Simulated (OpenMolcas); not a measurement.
## Exact exchange and the HOMO–LUMO gap of CH8BN

CH8BN has 11 atoms, charge 0, and is taken as a singlet. SMILES: `[BH3-][NH2+]C`. The coordinates come from a PBE0-D4/def2-TZVP relaxation.

The HOMO–LUMO gap y, in eV, basis cc-pVDZ; a is the functional's share of exact exchange. Programs: OpenMolcas 26.06.

```
functional     program     a  y (eV)
       PBE  OpenMolcas     0    6.09
      BLYP  OpenMolcas     0    5.97
     B3LYP  OpenMolcas   0.2    7.84
      PBE0  OpenMolcas  0.25       ?
     BHLYP  OpenMolcas   0.5   10.51
```

Task: Fit y = c + s·a to the known rows and predict PBE0.

Result: 
1. Means of the 4 rows: a = 0.1750, y = 7.603.
2. Σ(Δa)² = 0.1675, Σ(Δa·Δy) = 1.5012, so the slope is 1.5012/0.1675 = 8.9624.
3. Intercept: 7.603 − (8.9624) × 0.1750 = 6.035. The largest residual of the fit is 0.065.
4. PBE0: 6.035 + (8.9624) × 0.25 = 8.28 eV.

The run gave 8.44 eV, so the prediction is off by -0.16 eV, more than the largest residual. Exact exchange lowers occupied levels and raises empty ones. The rows mix families of semi-local functionals, which the line can't see.
